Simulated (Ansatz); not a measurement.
We consider fcc Cu, described by PBE-D3(BJ) (PAW; Ansatz, a program for electronic structure).

Settings: plane-wave cutoff 500 eV, 34×34×34 k mesh, Fermi–Dirac smearing 0.1 eV, no spin polarisation, scalar-relativistic PAW data made under PBE.

Computed at the level's own relaxed cell.

Predict the equilibrium volume per atom and lattice constant a.


- equilibrium volume per atom = 11.31 Å³/atom
- lattice constant a = 3.563 Å

Measured, for comparison: equilibrium volume per atom 11.62 Å³/atom, lattice constant a 3.595 Å (low-temperature or extrapolated to 0 K; zero-point anharmonic expansion removed; as tabulated in Csonka et al. (2009), arXiv:0903.4037). Computed (rounded) less measured: equilibrium volume per atom -2.7 %, lattice constant a -0.9 %.

The computed numbers hold no vibrational or temperature effects.
